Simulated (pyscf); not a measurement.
A first-order saddle from PySCF, ωB97X-D3(BJ)/def2-SVP:

```xyz
9

N     -0.1703     0.4842    -0.9012
Si    -0.4869    -0.2184     0.6184
F     -1.2267     1.4054     1.1988
H     -0.6400     1.3079    -1.2574
H      0.5215     0.0962    -1.5300
H      0.5734    -1.2717     0.6337
H     -1.7491    -0.9073     0.9795
F      0.3064     0.4009     2.3145
H     -0.4031     1.1681     2.1042
```
Charge 0, spin multiplicity 1.

Surface: singlet, charge 0. Lowest wavenumbers (cm⁻¹): 447i, 112, 300, 357, 466.

Task: Name the species on either side of this saddle.

Result: H₂N–SiH₂–F (SMILES N[SiH2]F) + HF (SMILES F) <-> H₂N–SiH₂–F (SMILES N[SiH2]F) + HF (SMILES F), a four-centre exchange read from left to right: F–Si, F–H broken and F–Si, F–H formed. At CCSD(T)/def2-TZVPP + ΔMP2(QZVPP) it lies +26.0 kcal/mol from the left side and +26.0 kcal/mol from the right (each side as separated species at their lowest minima found). On the reactant side the descent ends in a complex, 6.2 kcal/mol under the separated species and 29.7 kcal/mol under the saddle at ωB97X-D3(BJ)/def2-TZVP. On the product side the descent ends in a complex, 4.9 kcal/mol under the separated species and 28.4 kcal/mol under the saddle at ωB97X-D3(BJ)/def2-TZVP. At ωB97X-D3(BJ)/def2-TZVP the barrier from the zero used here is 23.5 kcal/mol. The same reactants have a lower exit, to F–SiH₂–F + NH₃ (barrier +3.0 kcal/mol at ωB97M-D3(BJ)/def2-TZVP, against +22.8 kcal/mol here). One saddle was located; it need not be the lowest between these sides. The CCSD(T) − MP2 part came from Ansatz, without density fitting, on the same reference.
